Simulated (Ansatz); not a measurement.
Volume per atom of some solids

Method: rVV10 (PAW; Ansatz, a quantum-chemistry and plane-wave program). References are measured values corrected to a static lattice or taken at low temperature (these still hold zero-point motion). The table is a random draw of 8 from 17 solids with such references.

Values in Å³/atom.

| solid | reference | rVV10 | error (%) |
|---|---|---|---|
| antiferromagnetic (type II) rock-salt MnS | 17.57 | 17.18 | -2.2 |
| hcp Mg | 22.65*¶ | 22.50 | -0.7 |
| hcp Re | 14.62*¶ | 15.29 | +4.6 |
| body-centred tetragonal In | 25.70*¶ | 28.11 | +9.4 |
| hcp Co | 10.96*¶ | 11.02 | +0.5 |
| hcp Zr | 23.18*¶ | 23.66 | +2.1 |
| hcp Hf | 22.30*¶ | 22.64 | +1.5 |
| wurtzite ZnO | 11.89 | 12.40 | +4.3 |

Over these 8 solids the mean error is +2.4 %, the mean absolute error 3.2 % (median 2.1 %), and the worst case body-centred tetragonal In at +9.4 %; the value is above the reference in 6 of 8 cases. Over all 17, from unrounded values, the mean error is +3.4 % and the mean absolute error 4.1 % (median 3.5 %).

A star marks references brought to a static lattice; the others are low-temperature values that still hold zero-point motion, which matters most for light elements.

Spin–orbit coupling is left out, also for the solids with elements from indium on (hcp Re, body-centred tetragonal In, hcp Hf); its size isn't shown.

¶ marks references of a special kind: hcp Mg, 22.65 Å³/atom (measured, copied from a table, unchecked, extrapolated to 0 K and zero-point effects removed; as tabulated in Lejaeghere et al. (2013), arXiv:1204.2733); hcp Re, 14.62 Å³/atom (measured, copied from a table, unchecked, extrapolated to 0 K and zero-point effects removed; as tabulated in Lejaeghere et al. (2013), arXiv:1204.2733); body-centred tetragonal In, 25.70 Å³/atom (measured, copied from a table, unchecked, extrapolated to 0 K and zero-point effects removed; as tabulated in Lejaeghere et al. (2013), arXiv:1204.2733); hcp Co, 10.96 Å³/atom (measured, copied from a table, unchecked, extrapolated to 0 K and zero-point effects removed; as tabulated in Lejaeghere et al. (2013), arXiv:1204.2733); hcp Zr, 23.18 Å³/atom (measured, copied from a table, unchecked, extrapolated to 0 K and zero-point effects removed; as tabulated in Lejaeghere et al. (2013), arXiv:1204.2733); hcp Hf, 22.30 Å³/atom (measured, copied from a table, unchecked, extrapolated to 0 K and zero-point effects removed; as tabulated in Lejaeghere et al. (2013), arXiv:1204.2733).

Differences are worked out from the printed values.

Ansatz's density-functional and Hartree–Fock values are scalar-relativistic unless marked +SOC, with PAW data made under PBE.

Ansatz's runs of these crystals have no spin polarisation, but for antiferromagnetic (type II) rock-salt MnS, hcp Co.

Density-functional runs with spin start from opposed moments for antiferromagnetic (type II) rock-salt MnS, parallel moments for hcp Co.

Not in this set, of the solids of all kinds but layered and molecular ones with a reference value in our tables and a result at some level: 295 for a reference at room or unstated temperature; 58 for a cell known from the COD alone; 46 for a published cell of unstated conditions; 5 for a high-temperature or high-pressure phase; 3 for no value at rVV10 (not run, a failed fit, an unstable or unbound cell, or a value held back for tests). These can be a level's best or worst cases. At least 150 more with a reference value are held back for tests. Solids without a released value at any level aren't counted. Cubic solids are told by their lattice constant and aren't counted here. The metals Ce to Yb are counted apart.

References as tabulated in Lejaeghere et al. (2013), arXiv:1204.2733; PSI, practical course at SINQ: magnetic order in MnS; arXiv:1206.3780.
